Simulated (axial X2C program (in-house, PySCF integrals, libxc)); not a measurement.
**SiC: properties at the nuclei**

Aim: properties at the nuclei of SiC, with spin–orbit coupling in the Hamiltonian from the start.

Computed with an in-house X2C program for linear molecules on PySCF integrals. Level: two-component X2C with atomic mean-field terms, Si dyall-av3z, C dyall-av3z.

All values are calculated.

## 1. Set-up

task.json

```json
{
 "zs": [
  14,
  6
 ],
 "q": 0,
 "bas": [
  "dyall-av3z",
  "dyall-av3z"
 ],
 "r0": 1.74,
 "levels": [
  "PBE0",
  "HF",
  "B3LYP"
 ],
 "nst": 1,
 "ff": 1,
 "thr": -3.5,
 "nmax": 130,
 "opt": {
  "ecut": 60
 }
}
```

Keys: zs atomic numbers; q charge; bas basis sets; r0 starting distance in Å; levels methods (HF also brings MP2); nst determinants followed; ff finite-field run; thr threshold in hartree for freezing inner shells (an s shell follows its p shell); nmax most natural virtual spinors; ecut virtual cutoff in hartree.

Run with:

```
$ python soeom.py task.json out
```

After this run come: Expectation values, lowest determinant; Finite-field coupled cluster.

**Question.** What will these runs give? Wanted: lowest determinant; Eeff magnitude; Ws magnitude Si; A∥/gI Si; qzz Si (for each run or level that gives them).

As calculated:

| quantity | value |
| --- | --- |
| lowest determinant | Ω = 2 (excess of +ω over −ω: ω = 1/2, ω = 3/2) |
| Eeff magnitude (GV/cm), PBE0 | 0.0038 |
| Ws magnitude Si (kHz), PBE0 | 0.00204 |
| A∥/gI Si (MHz), PBE0 | 54.9 |
| qzz Si (a.u.), PBE0 | -0.98 |
| Eeff magnitude (GV/cm), CCSD(T) | 0.00698 |
| Ws magnitude Si (kHz), CCSD(T) | 0.000694 |
| A∥/gI Si (MHz), CCSD(T) | 56.2 |
| qzz Si (a.u.), CCSD(T) | -0.90 |

What this shows: In the first state, the effective field runs from 0.00355 to 0.0169 GV/cm over the mean-field levels, so the levels don't agree on it. The expectation values come from single determinants, which for open shells can mix terms of unlike spin or miss the lowest Ω, so a determinant need not be a state. Eeff is the effective electric field on the electron dipole moment in this Ω state and Ws the scalar–pseudoscalar constant (defined with the proton number Z and per Ω); A∥ is the parallel hyperfine constant, which follows by multiplying with the nuclear g factor gI = μI/(I μN); qzz is the electric field gradient, eQq0 = 234.96 MHz × Q/barn × qzz; μ is positive if C is the positive end. The operators were transformed with the bare-nucleus X2C matrices. Correlation of the inner shells is missing, which matters for properties at the nucleus.
